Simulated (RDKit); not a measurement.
RDKit input (UFF):

```python
from rdkit import Chem
from rdkit.Chem import AllChem, rdDetermineBonds

mol = Chem.MolFromXYZFile('mol.xyz')
rdDetermineBonds.DetermineBonds(mol, charge=-1)
print('SMILES', Chem.MolToSmiles(Chem.RemoveHs(mol)))
ff = AllChem.UFFGetMoleculeForceField(mol)
e0 = ff.CalcEnergy()
flag = ff.Minimize(maxIts=5000, forceTol=1e-5)
print(f'energy {e0:.4f} -> {ff.CalcEnergy():.4f} kcal/mol, converged: {flag == 0}')
print(Chem.MolToXYZBlock(mol))
```
mol.xyz:
```
8

C      0.01271391     0.96429296     0.09450453
C      0.74968012    -0.36903942     0.02506042
C     -0.75912986    -0.34917026     0.02530572
H      0.01871361     1.43221813    -0.90372881
H      1.21151338    -0.75423325    -0.89420606
H      1.27979107    -0.73318520     0.91105030
H     -1.29835796    -0.69923418     0.91146945
H     -1.23124509    -0.72206515    -0.89380892
```

Output:

```
SMILES [CH-]1CC1
energy 270.3209 -> 263.6604 kcal/mol, converged: True
8

C      0.011699    0.904994    0.072724
C      0.750885   -0.420773    0.026826
C     -0.761642   -0.401145    0.026817
H      0.017832    1.376906   -0.933235
H      1.212278   -0.660114   -0.955147
H      1.203056   -0.716655    0.996419
H     -1.221355   -0.685186    0.996405
H     -1.229073   -0.628442   -0.955161
```

The dipole moment of an ion depends on the origin.
